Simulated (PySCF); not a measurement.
Compound: amide anion, NH2 (charge -1).
InChI=1S/H2N/h1H2/q-1

The geometry is computed with GFN2-xTB (gas phase).

Masses are those of the commonest isotopes; rigid-rotor values at the optimised geometry. 

Task: Give the principal moments of inertia and the rotational constants in GHz.

Result: Ia = 0.79, Ib = 1.33, Ic = 2.12 u·Å²; 505379 MHz·u·Å²/I gives 639056, 380905 and 238656 MHz, that is A = 639.06, B = 380.90, C = 238.66 GHz.

Task: Classify the top.

Result: An asymmetric top; Ray's κ = -0.289.

Task: Give the coordinates in the principal-axis frame, origin at the centre of mass.

Result: The sense of each axis is arbitrary; atoms in the order of the calculation.
```tsv
atom	mass (u)	a (Å)	b (Å)	c (Å)
N1	14.003	0.000	-0.084	0.000
H2	1.008	-0.811	0.586	0.000
H3	1.008	0.811	0.586	0.000
```

Task: List the rotational levels J(Ka,Kc) to J = 2 (cm⁻¹).

Result: Above 0(0,0):
J = 1: 1(0,1) 20.6663, 1(1,1) 29.2773, 1(1,0) 34.0222
J = 2: 2(0,2) 60.5119, 2(1,2) 65.8650, 2(1,1) 80.0998, 2(2,1) 105.9328, 2(2,0) 107.4198

Whether it is a minimum is left open (no frequencies). Zero-point vibration and centrifugal distortion are left out.
